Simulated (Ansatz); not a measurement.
A calculation with Ansatz (development build ahead of 0.2.0).

```yaml
crystal:
  periodic: [false, false, false]
  atoms:
    - { symbol: C, position_ang: [-0.2284, 0.279, -0.3333] }
    - { symbol: H, position_ang: [-1.3257, 0.3469, -0.4387] }
    - { symbol: H, position_ang: [0.2917, 0.9161, -1.0706] }
    - { symbol: F, position_ang: [0.15, -0.9979, -0.5149] }
    - { symbol: F, position_ang: [0.1171, 0.6716, 0.9048] }
basis:
  gaussian: { orbitals: def2-SVP }
total_charge: 1
magnetization:
  spin_polarized: true
  initial_magnetization: 1
hamiltonian:
  xc: pbe0
output:
  forces: true
```

The input is written out in the form of the current development build from the run's settings.

The run gave:

```
Converged                       : yes
Total energy                    : -238.09367 hartree
Spin squared of the determinant : 0.753
Stability test                  : minimum
```

Forces (eV/Å):
```json
{"atom": "C1", "Fx": "2.902", "Fy": "-3.543", "Fz": "4.231"}
{"atom": "H2", "Fx": "-1.492", "Fy": "0.453", "Fz": "-0.568"}
{"atom": "H3", "Fx": "0.247", "Fy": "1.064", "Fz": "-1.245"}
{"atom": "F4", "Fx": "-0.854", "Fy": "2.272", "Fz": "-0.139"}
{"atom": "F5", "Fx": "-0.804", "Fy": "-0.246", "Fz": "-2.279"}
```
